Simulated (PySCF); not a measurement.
# How the method moves the HOMO and LUMO of `F[C@]12C[C@H]1C2`

Species: C4H5F.
Z-matrix (Å and degrees, PBE0-D3(BJ)/def2-SVP geometry), rows numbered from 1:
```
F 
C   1  1.3348
C   2  1.4769  1  129.10
C   2  1.4585  1  133.58  3   -86.21
C   2  1.4767  1  129.21  3  -172.51
H   3  1.0961  2  115.47  4   105.60
H   3  1.1013  2  120.96  4  -109.08
H   4  1.0879  2  134.10  3  -118.68
H   5  1.1014  2  121.01  4   109.18
H   5  1.0962  2  115.49  4  -105.43
```

Basis pcSseg-2 throughout (PySCF), one geometry. Geometry: PBE0-D3(BJ)/def2-SVP; no solvent, vibrations or thermal averaging.

Q: How do the orbital energies, the gap and the dipole change with the method?

A: 
```
   method                    kind  HOMO (eV)  LUMO (eV)  gap (eV)  μ (D)  SCF cycles
     BLYP                     GGA      -5.73       0.20      5.93   1.13          14
     OPBE                     GGA      -5.80       0.24      6.03   1.07          13
    B97-D                     GGA      -5.81       0.35      6.16   1.12          14
      PBE                     GGA      -5.83       0.23      6.06   1.10          14
      KT2                     GGA      -5.87       0.28      6.14   1.13          15
      KT3                     GGA      -5.91       0.00      5.91   1.13          15
     BP86                     GGA      -5.92       0.42      6.34   1.11          13
      LDA                     LDA      -5.98       0.19      6.17   1.17          14
    B97-2           global hybrid      -6.84       0.93      7.77   1.20          12
    B3LYP           global hybrid      -6.91       0.59      7.50   1.22          12
     PBE0           global hybrid      -7.09       0.91      8.00   1.20          12
 mPW1PW91           global hybrid      -7.13       0.85      7.98   1.21          12
BHandHLYP           global hybrid      -8.27       1.34      9.62   1.32          12
CAM-B3LYP  range-separated hybrid      -8.48       1.52     10.00   1.28          12
  wB97X-D  range-separated hybrid      -8.95       2.57     11.52   1.22          13
  LC-wPBE  range-separated hybrid      -9.81       2.61     12.42   1.27          13
       HF            Hartree–Fock     -10.00       2.84     12.83   1.39          10
```

The HOMO spans 4.26 eV, from BLYP down to HF, and the gap runs from 5.91 eV (KT3) to 12.83 eV (HF). Over the methods BLYP (0 %), OPBE (0 %), B97-D (0 %), PBE (0 %), KT2 (0 %), KT3 (0 %), BP86 (0 %), LDA (0 %), B97-2 (21 %), B3LYP (20 %), PBE0 (25 %), mPW1PW91 (25 %), BHandHLYP (50 %), HF (100 %), a straight line through the gap against the share of exact exchange rises by 0.68 eV for each 10 % (correlation coefficient 0.997). The dipole ranges from 1.07 D (OPBE) to 1.39 D (HF). This basis has no diffuse functions.

The vertical ΔSCF ionisation energy at wB97X-D/def2-SVPD is 9.46 eV; −ε(HOMO) comes closest to it with LC-wPBE (9.81 eV).
